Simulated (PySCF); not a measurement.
## Static response to an electric field

Species: C₅H₁₀S.
SMILES with atom numbers: `[SH:1][CH:2]1[CH2:3][CH2:4][CH2:5][CH2:6]1` (hydrogens: H7 on S1; H8 on C2; H9, H10 on C3; H11, H12 on C4; H13, H14 on C5; H15, H16 on C6)

Geometry (GFN2-xTB, Å), atoms numbered from 1 in this order:
```
atom  x, y, z in Å
S1     2.2698    0.7110   -0.4393
C2     1.0828   -0.4646    0.3185
C3     0.1302    0.2254    1.2873
C4    -1.0034    0.7665    0.4062
C5    -0.9878   -0.0811   -0.8821
C6     0.1544   -1.0917   -0.7145
H7     1.3532    1.5085   -0.9777
H8     1.7296   -1.1943    0.8067
H9    -0.2548   -0.5192    1.9868
H10    0.6220    1.0093    1.8615
H11   -1.9616    0.6983    0.9187
H12   -0.8330    1.8182    0.1731
H13   -1.9373   -0.5905   -1.0382
H14   -0.8102    0.5505   -1.7534
H15    0.6651   -1.3047   -1.6525
H16   -0.2266   -2.0326   -0.3125
```

Level: CAM-B3LYP/def2-SVPD (PySCF), static field, nuclei fixed, core orbitals frozen in the response. The polarisability tensor in these axes (au):

```
x   82.09  3.62 -2.28
y    3.62 73.45  0.59
z   -2.28  0.59 73.86
```

**Question.** What are the eigenvalues, a third of the trace, and Δα (Δα² = ½Σ(αi − αj)² over the three pairs)?

**Answer.** Principal values 71.33, 74.28 and 83.79 au; mean 76.47 au = 11.33 Å³ = 12.61 × 10⁻⁴⁰ C²·m²/J; Δα = 11.28 au (15 % of the mean).

**Question.** What is the dipole moment, and where does it point?

**Answer.** (-1.78, -0.65, 0.41) D, 1.94 D in size, pointing from the negative to the positive side. Measured along this direction, the outermost atoms are S1 at the negative end and H13 and H11 at the positive end.

**Question.** What depolarisation ratio follows for Rayleigh scattering of linearly polarised light, taking the static tensor?

**Answer.** ρ = 3Δα²/(45ᾱ² + 4Δα²) = 381.8/(263120 + 509.1) = 0.00145.

**Question.** Refractivity n − 1 of an ideal gas of it at 500 K and 1 atm, from the electronic α?

**Answer.** N = p/kT = 1.4678 × 10¹⁹ cm⁻³, so n − 1 = 2π × N × 11.33 × 10⁻²⁴ cm³ = 1045 × 10⁻⁶ at long wavelengths.

**Question.** Find the Langevin capture rate constant for NO+ (29.998 u) meeting this molecule (102.050 u), k = 2.342 × 10⁻⁹ cm³/s × √(α in Å³ / reduced mass in u).

**Answer.** The reduced mass is 23.18 u, so k = 1.64 × 10⁻⁹ cm³/s. The formula leaves out the permanent dipole, which adds to the capture rate.

**Question.** How large is μ²/3kT at 350 K beside α?

**Answer.** In Gaussian units μ²/3kT = 26.04 Å³ against 11.33 Å³, a ratio of 2.30; the Debye molar polarisation (4π/3)N_A(α + μ²/3kT) is 94.3 cm³/mol, leaving out the vibrational part.

Isolated species at its GFN2-xTB geometry (one conformer only).
